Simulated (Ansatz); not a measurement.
# H4OSi: the cost of one run

Computed with Ansatz 0.2.0, Gaussian basis. Level: cc-pVTZ, core rule «outside noble gas», up to 6 orbitals frozen.

The runs, in order: UHF; CCSD(T) on RHF; CCSD(T) on UHF; BCCD(T) on RHF; CCSDT(Q) on RHF.

## (1) The system

The geometry derives from fragments relaxed apart (PBE0/def2-TZVP) and kept rigid, so it is no stationary point. A hydrogen atom is moved between rigid fragments.

6 atoms, charge 0, spin multiplicity 1.

Atoms are counted from 1 here; the program's logs count them from 0.

Bond lengths: O1–H2 0.960 Å, H3–Si4 1.440 Å, Si4–H5 1.526 Å, Si4–H6 1.526 Å. Angles: H3–Si4–H5 113.7°, H3–Si4–H6 113.7°, H5–Si4–H6 91.2°.

## (2) UHF

Contents of in.yaml:

```yaml
crystal:
  periodic: [false, false, false]
  atoms:
    - {symbol: O, position_ang: [-1.766951, 0.017219, 0.000000]}
    - {symbol: H, position_ang: [-2.016260, 0.943795, 0.000000]}
    - {symbol: H, position_ang: [-0.458951, 0.017219, 0.000000]}
    - {symbol: Si, position_ang: [0.981049, 0.017219, 0.000000]}
    - {symbol: H, position_ang: [1.593230, -0.857065, 1.090012]}
    - {symbol: H, position_ang: [1.593230, -0.857065, -1.090012]}
basis:
  gaussian: {orbitals: cc-pVTZ}
magnetization: {spin_polarized: true, initial_magnetization: 0}
hamiltonian: {xc: hf}
output: {orbitals: {seedname: orbitals}}
```

Command:

```bash
ansatz run in.yaml --threads 1 --pin off --events-out ev --progress --plain --max-ram 4096MiB --backend cpu
```

What time and memory should one allow on 1 thread of AMD EPYC 7R13, shared host?

About 5.5 s, with a peak of 0.27 GiB.
